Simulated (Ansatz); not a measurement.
Task: Name a neutral molecule of B, S and H with HOMO energy (B3LYP/def2-TZVPP) between -7.50 and -7.20 eV and size of the dipole moment (ωB97M-V/def2-TZVPP) between 0.70 and 1.00 D (Ansatz, PBE0-D4/def2-TZVP geometry).

Result: `SBS` (-7.32 eV, 0.75 D). Other molecules can fit too; these were computed, each in one conformer that needn't be the lowest.

B3LYP here is the variant with VWN-RPA as its local correlation; programs differ in this.
